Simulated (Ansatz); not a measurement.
Task: a nudged elastic band for an internal rotation of CH4S2, SMILES CSS, with Ansatz's Python interface. Give the script and its output. Settings (for the species named): PBE0, 6-31G* basis, multiplicity 1.

```yaml
atoms:
  - { symbol: C, position_ang: [-0.7180, 0.5016, -0.2244] }
  - { symbol: S, position_ang: [0.4276, 0.3508, 1.1056] }
  - { symbol: S, position_ang: [1.8758, -0.7429, 0.1813] }
  - { symbol: H, position_ang: [-1.0571, -0.4180, -0.5733] }
  - { symbol: H, position_ang: [-0.3177, 1.0779, -1.0940] }
  - { symbol: H, position_ang: [-1.6196, 1.1416, 0.1267] }
  - { symbol: H, position_ang: [1.4703, -1.9790, 0.4324] }
```

`ch4s2_neb.py`:
```python
"""Path and barrier for turning a threefold group of CH4S2."""

import ansatz as az
import numpy as np

geometry_ang = [
    ("C", (-0.718, 0.5016, -0.2244)),
    ("S", (0.4276, 0.3508, 1.1056)),
    ("S", (1.8758, -0.7429, 0.1813)),
    ("H", (-1.0571, -0.418, -0.5733)),
    ("H", (-0.3177, 1.0779, -1.094)),
    ("H", (-1.6196, 1.1416, 0.1267)),
    ("H", (1.4703, -1.979, 0.4324)),
]
system = az.Crystal.molecule()
for symbol, xyz in geometry_ang:
    system = system.atom(symbol, xyz)

setup = system.calculation()
setup = setup.basis(gaussian="6-31G*").functional("pbe0")
symbols = [site.symbol for site in system.cartesian_sites]
start = np.array([site.position_ang for site in system.cartesian_sites], dtype=float)
r = setup.relax(force_tolerance=0.005, max_steps=100).run().report
end = np.array(r["positions_ang"])

# the end point is the same minimum with the three like atoms permuted
first, second, third = [3, 4, 5]
turned = end.copy()
turned[[first, second, third]] = end[[second, third, first]]
listed = lambda xyz: [{"symbol": s, "position_ang": p.tolist()} for s, p in zip(symbols, xyz)]
deck = setup.input().to_dict()
deck["crystal"]["atoms"] = listed(end)
deck["neb"] = {"final_atoms": listed(turned), "images": 4, "initial_path": "idpp", "f_tol": 0.03, "max_iterations": 40}
rounds = []
band = az.Session.from_dict(deck).plan().execute(on_event=lambda e: rounds.append(e["data"]) if e["event"] == "neb_iteration" else None)
for each in rounds:
    print(f"round {each['iteration']:2d}  largest band force {each['band_force_max_ev_ang']:.4f} eV/A")
images = rounds[-1]["images"]
for image in images:
    print(f"s = {image['path_coordinate_ang']:6.3f} A   {96.485332 * (image['lagrangian_ev'] - images[0]['lagrangian_ev']):8.3f} kJ/mol")
```

```console
$ python ch4s2_neb.py
round  1  largest band force 1.3340 eV/A
round  2  largest band force 0.4445 eV/A
round  3  largest band force 0.1915 eV/A
round  4  largest band force 0.1394 eV/A
round  5  largest band force 0.0877 eV/A
round  6  largest band force 0.0447 eV/A
round  7  largest band force 0.0141 eV/A
s =  0.000 A      0.000 kJ/mol
s =  0.462 A      1.718 kJ/mol
s =  0.923 A      5.291 kJ/mol
s =  1.385 A      7.130 kJ/mol
s =  2.085 A      3.486 kJ/mol
s =  2.786 A      0.001 kJ/mol
```

The energies are electronic: no zero-point or thermal terms, and the basis set is short of its limit. Finished in 68 s on 1 thread of Intel(R) Xeon(R) 6975P-C (Granite Rapids) (shared host), peak memory 0.21 GiB.

(Lines on the test bed's own set-up are left out of the output.)
